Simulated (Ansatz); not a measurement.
# Si₂H₄F radical (SMILES F[SiH][SiH3]): a relaxed scan of the dihedral angle F1–Si2–Si3–H5

Aim: the energy along the dihedral angle F1–Si2–Si3–H5, from CCSD(T) and from cheaper methods, relative to the minimum. At each value the rest of the molecule is relaxed at PBE0-D4 with the four atoms held in place.

Method: single points in def2-TZVPP; program: Ansatz 0.2.0, Gaussian basis.

Levels: PBE-D4, r2SCAN-D4, PBE0-D4, B3LYP-D4, wB97M-V, Hartree-Fock, MP2, CCSD, CCSD(T). The scan takes -168.6, -155.2, -141.9, -128.6, -115.2, -101.9, -88.6, -75.2, -61.9°.

Cores are frozen in the correlated methods. Orbitals are unrestricted. B3LYP uses VWN-RPA correlation.

18 further runs of the same task are left out: 18 set aside as unsound or not needed.

## 1. Where the work starts

SMILES `F[SiH][SiH3]`, 7 atoms, charge 0, spin multiplicity 2.

Atoms are counted from 1 here; the program's logs count them from 0.

Bond lengths: F1–Si2 1.631 Å, Si2–Si3 2.294 Å, Si2–H4 1.420 Å, Si3–H5 1.492 Å, Si3–H6 1.484 Å, Si3–H7 1.550 Å. Angles: F1–Si2–Si3 112.3°, F1–Si2–H4 111.7°, Si3–Si2–H4 110.0°, Si2–Si3–H5 110.4°, Si2–Si3–H6 113.2°, Si2–Si3–H7 110.1°, H5–Si3–H6 109.3°, H5–Si3–H7 105.9°, H6–Si3–H7 107.6°.

As a file:

| atom | x (Å) | y (Å) | z (Å) |
| --- | --- | --- | --- |
| F1 | -0.38650 | -2.04610 | 1.29750 |
| Si2 | -0.31960 | -1.35680 | -0.17880 |
| Si3 | 0.41640 | 0.81400 | -0.09280 |
| H4 | -1.57230 | -1.41890 | -0.84490 |
| H5 | 0.57520 | 1.36330 | -1.47130 |
| H6 | -0.47570 | 1.70350 | 0.69070 |
| H7 | 1.82380 | 0.87290 | 0.55390 |

## 2. A first relaxation in a small basis

File pre/in.yaml:

```yaml
crystal:
  periodic: [false, false, false]
  atoms:
    - {symbol: F, position_ang: [-0.386500, -2.046100, 1.297500]}
    - {symbol: Si, position_ang: [-0.319600, -1.356800, -0.178800]}
    - {symbol: Si, position_ang: [0.416400, 0.814000, -0.092800]}
    - {symbol: H, position_ang: [-1.572300, -1.418900, -0.844900]}
    - {symbol: H, position_ang: [0.575200, 1.363300, -1.471300]}
    - {symbol: H, position_ang: [-0.475700, 1.703500, 0.690700]}
    - {symbol: H, position_ang: [1.823800, 0.872900, 0.553900]}
basis:
  gaussian: {orbitals: def2-SVP}
magnetization: {spin_polarized: true, initial_magnetization: 1}
hamiltonian: {xc: pbe, dispersion: d4}
relax: {f_tol: 0.03, max_steps: 250}
```

The command line of these runs was not kept.

The runs that follow: Relaxation at PBE0-D4; Reference energies at the minimum; F1–Si2–Si3–H5 = -168.6°; F1–Si2–Si3–H5 = -155.2°; F1–Si2–Si3–H5 = -141.9°; F1–Si2–Si3–H5 = -128.6°; F1–Si2–Si3–H5 = -115.2°; F1–Si2–Si3–H5 = -101.9°; F1–Si2–Si3–H5 = -88.6°; F1–Si2–Si3–H5 = -75.2°; F1–Si2–Si3–H5 = -61.9°.

Q: Predict the outcome of this session. Wanted: highest point, CCSD(T); lowest point, CCSD(T); RMS deviation from CCSD(T); largest T1 diagnostic.

The runs gave:

```
                  quantity                                                                                                          value
    highest point, CCSD(T)                                                                                         5.1 kJ/mol at -115.2 °
     lowest point, CCSD(T)                                                                                         0.0 kJ/mol at -178.8 °
RMS deviation from CCSD(T)  PBE-D4 0.1, r2SCAN-D4 0.1, PBE0-D4 0.1, B3LYP-D4 0.1, wB97M-V 0.1, Hartree-Fock 0.1, MP2 0.1, CCSD 0.0 kJ/mol
     largest T1 diagnostic                                                                                                          0.015
```

**Reading.** Over the points sampled the torsion costs at most 5.1 kJ/mol, a hindered rotation that is fast at room temperature. The curve of CCSD lies nearest to CCSD(T), that of wB97M-V farthest.
